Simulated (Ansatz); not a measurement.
# BF, singlet: the ladder up to full CI

Geometry: a PBE0/def2-TZVP stationary point for this spin.

```yaml
atoms:
  - { symbol: B, position_ang: [0.0000, 0.0000, 0.0000] }
  - { symbol: F, position_ang: [0.0000, 0.0000, 1.2631] }
```

Basis 6-31G; Ansatz 0.2.0. Only valence electrons are correlated (noble-gas cores frozen), which leaves 10 electrons in 16 orbitals. R marks a restricted (for open shells ROHF) determinant. Active spaces: valence = (10e, 8o) chosen from the atoms' valence shells.

Full CI is exact within this basis and frozen core; it isn't the basis-set limit.

```
UHF ⟨S²⟩                          : 0.000
T1 diagnostic (RCCSD)             : 0.0180
largest doubles amplitude (RCCSD) : 0.130
```

```
                   level  E − E(full CI) (kJ/mol)  share of correlation (%)  wall time
                     RHF                    481.1                      0.00          –
                    RMP2                     43.0                     91.07          –
                    CISD                     40.5                     91.58     0.67 s
                   RCCSD                     12.6                     97.39          –
                RCCSD(T)                      1.9                     99.61     0.87 s
                 BCCD(T)                      1.1                     99.77     0.71 s
                  RCCSDT                      1.3                     99.73          –
                  CISDTQ                      1.8                     99.62      3.5 s
               RCCSDT(Q)                     -0.2                    100.03      1.9 s
                 RCCSDTQ                      0.0                    100.01       15 s
  CASSCF (valence space)                    215.2                     55.26          –
  NEVPT2 (valence space)                     81.1                     83.13      3.6 s
  MRCISD (valence space)                     25.8                     94.63          –
MRCISD+Q (valence space)                     19.3                     95.98        6 s
```

The correlation energy at full CI, counted from RHF, is -4.986 eV. That run took 51 s on 1 thread of AMD EPYC, shared host over 4,777,056 determinants.

Times hold each run's SCF and search for its determinant on a shared host, so for small cases they say little of a method's own cost; they ran on 1 thread of AMD EPYC.

The full-CI state has the irrep A1 of C2v, in the program's axes (one component, if the state is degenerate).

Natural occupations of full CI about the gap: 1.991 1.977 1.973 1.973 1.898 0.059 0.059 0.024 0.012 0.011; effectively unpaired electrons, Σ n²(2−n)², 0.08.

Atomization energy (electronic, same basis, no zero-point term; atoms at the same level, unrestricted beside the R rows where the molecule is a closed shell, with restricted open-shell steps beyond CCSDT(Q)) at full CI: 608.5 kJ/mol. Errors of other levels:

```csv
level,error (kJ/mol)
RHF,-144.8
RMP2,25.2
CISD,-33.3
RCCSD,-9.7
RCCSD(T),-1.1
BCCD(T),-0.3
RCCSDT,-1.1
CISDTQ,-1.6
RCCSDT(Q),0.2
RCCSDTQ,0.1
CASSCF (valence space),33.0
NEVPT2 (valence space),-20.8
MRCISD (valence space),-20.1
MRCISD+Q (valence space),-18.1
```

This basis is far from its limit, so the value isn't to be set against a measured one. Truncated CI isn't size-consistent, which counts against it in atomization.
